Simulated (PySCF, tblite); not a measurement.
# Reproducing measurements on formyl fluoride

**Experimental background.**

From NIST CCCBDB Release 22 (SRD 101), experimental dipoles, for the gas: dipole moment 2.081 D.

CRC Handbook of Chemistry and Physics lists, for the gas at 298.15 K: standard entropy 246.6 J/(mol K).

The results are set against them at the end.

Compound: formyl fluoride, CHFO.
SMILES with atom numbers: `[O:1]=[CH:2][F:3]` (hydrogens: H4 on C2)

Structure used (GFN2-xTB), in Å, numbered top down from 1:
```xyz
4
CHFO angstrom
O     -0.8847   -0.8541   -0.0014
C     -0.0888    0.0053   -0.0056
F      1.2298   -0.2387   -0.0072
H     -0.2461    1.0922   -0.0087
```

The PySCF runs (gas phase, on this GFN2-xTB geometry; no spin–orbit coupling):

```
          level                                                                         job  basis functions
  PBE0/pcSseg-1  shieldings, charges and field gradients, density and orbital grids written               56
B3LYP/def2-SVPD           8 singlets by full TDDFT, 3 Tamm–Dancoff triplets, polarisability               74
    B3LYP/pcJ-1                                 spin–spin couplings from 4 perturbed nuclei               91
```

GFN2-xTB wavenumbers (cm⁻¹, harmonic, unscaled, at the method's own geometry): 621, 921, 1002, 1316, 1869, 2890. Point group Cs, symmetry number 1. Entropy at 298.15 K and 1 bar in J/(mol K): translation 157.1, rotation 87.3, vibration 2.8.

Results beside the measurements:

**Dipole moment.** Measured: 2.081 D (NIST CCCBDB Release 22 (SRD 101), experimental dipoles).

| level | computed (D) | computed − measured (D) | % (from the printed values) |
| --- | --- | --- | --- |
| PBE0/pcSseg-1 | 2.156 | +0.075 | +4 |
| B3LYP/def2-SVPD | 2.116 | +0.035 | +2 |
| B3LYP/pcJ-1 | 2.147 | +0.066 | +3 |

Closest is B3LYP/def2-SVPD (+0.035 D), furthest PBE0/pcSseg-1 (+0.075 D); one molecule doesn't rank methods. All 3 levels lie above the measurement. The computed dipoles belong to one fixed geometry; measured ones are averaged over vibrations unless marked μe. Magnitudes are compared, not signs.

**Standard entropy at 298.15 K.** Measured: 246.6 J/(mol K) (298.15 K; CRC Handbook of Chemistry and Physics).

```
                                        level  computed (J/(mol K))  computed − measured (J/(mol K))  % (from the printed values)
GFN2-xTB, rigid rotor and harmonic oscillator                 247.2                             +0.6                            0
```

Ideal gas at 1 bar, most abundant isotopes; table values of this kind come from calorimetry or from spectroscopic constants.

The geometry is computed, not the measured one. Where a level misses, the cause wasn't examined.
